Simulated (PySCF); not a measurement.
Compound: 3,4-dimethylenecyclobut-1-ene, C₆H₆.
Bonds: C1–C2 (double), C2–C3, C3–C4 (double), C4–C5, C5–C6 (double), C2–C5. Hydrogens: H7, H8 on C1; H9 on C3; H10 on C4; H11, H12 on C6.

NICS = −σ at a ghost point: NICS(0) at the centroid of the ring atoms, NICS(1) 1 Å to either side along the normal of their mean plane, zz for the tensor component along that normal. Level: GIAO KT2/pcSseg-2 (PySCF, non-relativistic, gas phase) on the PBE0-D3(BJ)/def2-SVP geometry, one conformer.

Ring bond lengths (Å): C2–C3 1.478, C3–C4 1.362, C4–C5 1.478, C5–C2 1.507.

**Question.** Give the NICS values of each ring in ppm.

**Answer.** 
```
       ring                                                    type  NICS(0)  NICS(1), two faces  NICS(1)zz, two faces  rms pucker (Å)  centre to ring atoms, mean (Å)
C2–C3–C4–C5  4-membered carbocycle; formal bonds 1 double, 3 single      6.1         -1.4 / -1.4             2.5 / 2.5            0.00                            1.03
```

**Question.** What do they say, and how far can they be read as aromaticity?

**Answer.** 
- C2–C3–C4–C5: mean NICS(1)zz 2.5 ppm, near zero. NICS(0) lies 7 ppm above the mean NICS(1).

**Question.** And the bond-length index? HOMA takes Krygowski's 1993 parameters.

**Answer.** 
- C2–C3–C4–C5: HOMA -1.01 = 1 − EN − GEO, with mean bond length 1.456 Å, EN = α(Ropt − mean)² = 1.205 and GEO = α × variance = 0.801.

**Question.** What is the mean of the two in-plane components of NICS at the second NICS(1) probe listed for ring C2–C3–C4–C5, 1 Å off the ring?

**Answer.** The isotropic value is a third of the trace: (3 × -1.4 − (2.5))/2 = -3.3 ppm.

**Question.** Give the inner angles of the rings.

**Answer.** 
- C2–C3–C4–C5: C2 87.2°, C3 92.8°, C4 92.8°, C5 87.2°; sum 360.0° against 360° for a flat convex ring.

**Question.** What are the shieldings of the ring atoms and their hydrogens in the same run (means over atoms taken as equivalent)?

**Answer.** 
| atoms | environment | σ isotropic (ppm) | principal values of the symmetric part, first atom (ppm) |
| --- | --- | --- | --- |
| C2 (×2) | fully substituted alkene carbon | 27.9 | -68.0, 32.3, 119.4 |
| C3 (×2) | alkene CH carbon | 34.5 | -56.1, 23.1, 136.7 |
| H9 (×2) | vinylic hydrogen | 24.12 | 22.3, 24.6, 25.5 |

**Question.** How do the values depend on the level or the medium?

**Answer.** 
| level | NICS(0), C2–C3–C4–C5 | mean NICS(1)zz, C2–C3–C4–C5 |
| --- | --- | --- |
| KT2/pcSseg-2, gas | 6.1 | 2.5 |
| PBE0/pcSseg-1, gas | 5.4 | 3.0 |

The geometry is the same throughout.

Hardware: an x86-64 server with one thread, shared host. Cost: 82 s wall. This is the whole shielding run at KT2/pcSseg-2, SCF included.
